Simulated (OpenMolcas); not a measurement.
# [SiH3]+ (SMILES [SiH3+]) at PBE0/aug-cc-pVTZ

We compute the energy of [SiH3]+. 

The results are computed with OpenMolcas 26.06.

## 1. Starting point

[SiH3]+ has 4 atoms, charge +1, and is taken as a singlet. As SMILES, `[SiH3+]`. The Si1–H2 distance was set to 3.238 Å, away from the relaxed value. At this shape a bond of the SMILES string is far longer than usual.

Bond lengths: Si1–H3 1.472 Å, Si1–H4 1.472 Å. Angles: H3–Si1–H4 120.0°.

## 2. The energy at PBE0/aug-cc-pVTZ

coord.xyz

```xyz
4

Si    -0.824286    -0.810486    -1.335610
H      0.686900     0.675400     1.113000
H     -0.942686    -2.277686    -1.345510
H     -1.392786    -0.018786    -2.438710
```

run.input

```
* H3Si Kohn-Sham DFT

&GATEWAY
  BasLib=$CurrDir
  Coord=coord.xyz
  Basis=aug-cc-pVTZ
  Group=NoSym

&SEWARD
  GridInput
  Grid=UltraFine
  End of Grid

&SCF
  Charge=1
  KSDFT=PBE0
  Thresholds=1e-10 1e-07 1e-07 1e-05
  PrOrbitals=1 1
```

The basis set aug-cc-pVTZ is read from a file made from the Basis Set Exchange's data (not shown).

Launch:

```
$ export MOLCAS_MEM=1860
$ pymolcas run.input > run.log
```

Q: Predict the results. Wanted: total energy; HOMO energy; LUMO energy; HOMO–LUMO gap.

**Answer.** As computed:

At PBE0/aug-cc-pVTZ:

```
     quantity          value
 total energy  -290.63876 Eh
  HOMO energy      -13.43 eV
  LUMO energy      -10.80 eV
HOMO–LUMO gap        2.63 eV
```

In words: Mulliken charges run from -0.01 on H3 to +0.78 on Si1; in a basis this large or diffuse they mean little.
